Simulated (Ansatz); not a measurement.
Cost and result for the atomization energy of BH₅NSi (`B[N][SiH3]`) radical (8 atoms, 7 bonds).

The species carries charge 0 and has multiplicity 2. The structure was optimised at the PBE0-D4/def2-TZVP level. Program: Ansatz. All runs use 2 threads of a server CPU on a shared host. Times are those of one run each, without the atoms' runs, and a repeat can differ threefold. Electronic energies, without spin–orbit coupling; frozen cores. CCSD(T)/CBS adds CCSD(T) − MP2 in def2-TZVPP to the MP2 limit, and its time is that of the two runs behind it. T1 = 0.026; ⟨S²⟩ of the reference is 0.77.

CCSD(T)/CBS is a level of theory with its own doubt, some kJ/mol a heavy atom from the limit and from the frozen cores, so smaller differences don't rank the functionals.

```json
{"level": "revPBE-D4/def2-TZVPP", "functions": "174", "wall time": "1.5 s", "atomization (kcal/mol)": "607.2", "difference from CCSD(T)/CBS": "-0.4", "per bond": "-0.1"}
{"level": "PBE-D4/def2-TZVPP (with forces)", "functions": "174", "wall time": "1.8 s", "atomization (kcal/mol)": "619.3", "difference from CCSD(T)/CBS": "11.7", "per bond": "1.7"}
{"level": "PBE0-D4/def2-TZVPP", "functions": "174", "wall time": "1.9 s", "atomization (kcal/mol)": "610.2", "difference from CCSD(T)/CBS": "2.6", "per bond": "0.4"}
{"level": "CCSD(T)/def2-SVP", "functions": "71", "wall time": "2.6 s", "atomization (kcal/mol)": "570.6", "difference from CCSD(T)/CBS": "-37.0", "per bond": "-5.3"}
{"level": "r2SCAN-D4/def2-TZVPP (with forces)", "functions": "174", "wall time": "2.8 s", "atomization (kcal/mol)": "617.0", "difference from CCSD(T)/CBS": "9.4", "per bond": "1.3"}
{"level": "r2SCANh-D4/def2-TZVPP", "functions": "174", "wall time": "3 s", "atomization (kcal/mol)": "613.4", "difference from CCSD(T)/CBS": "5.8", "per bond": "0.8"}
{"level": "B2PLYP/def2-TZVPP", "functions": "174", "wall time": "3.4 s", "atomization (kcal/mol)": "608.3", "difference from CCSD(T)/CBS": "0.7", "per bond": "0.1"}
{"level": "B97M-V/def2-TZVPP", "functions": "174", "wall time": "4.2 s", "atomization (kcal/mol)": "618.4", "difference from CCSD(T)/CBS": "10.8", "per bond": "1.5"}
{"level": "ωB97X-V/def2-TZVPP", "functions": "174", "wall time": "5.5 s", "atomization (kcal/mol)": "616.5", "difference from CCSD(T)/CBS": "8.9", "per bond": "1.3"}
{"level": "ωB97M-V/def2-TZVPP (with forces)", "functions": "174", "wall time": "6.5 s", "atomization (kcal/mol)": "615.2", "difference from CCSD(T)/CBS": "7.6", "per bond": "1.1"}
{"level": "MP2/def2-QZVPP", "functions": "334", "wall time": "19 s", "atomization (kcal/mol)": "598.5", "difference from CCSD(T)/CBS": "-9.1", "per bond": "-1.3"}
{"level": "CCSD(T)/def2-TZVPP", "functions": "174", "wall time": "37 s", "atomization (kcal/mol)": "591.6", "difference from CCSD(T)/CBS": "-16.0", "per bond": "-2.3"}
{"level": "CCSD(T)/CBS(def2)", "functions": "–", "wall time": "56 s", "atomization (kcal/mol)": "607.6", "difference from CCSD(T)/CBS": "0.0", "per bond": "0.0"}
```

From BLYP to BHLYP (50 % exact exchange), in def2-TZVPP and without D4, the atomization energy moves by −9.1 kcal/mol: exact exchange takes away binding that semilocal exchange gives to molecules. The D4 term adds +4.4 kcal/mol with B3LYP and +2.3 kcal/mol with PBE0; it sums over pairs of atoms, weighted by their polarisabilities, and B3LYP, whose exchange is more repulsive, gets the larger term. Leaving LDA and LC-ωPBE aside and taking each functional with its dispersion term where it has one, the values, not all of them listed here, spread over 18.9 kcal/mol, from PBE-QIDH to CAM-B3LYP-D4. LDA lies +71.3 kcal/mol from PBE without D4, its usual overbinding.

B3LYP here is the variant with VWN-RPA as its local correlation; programs differ in this.
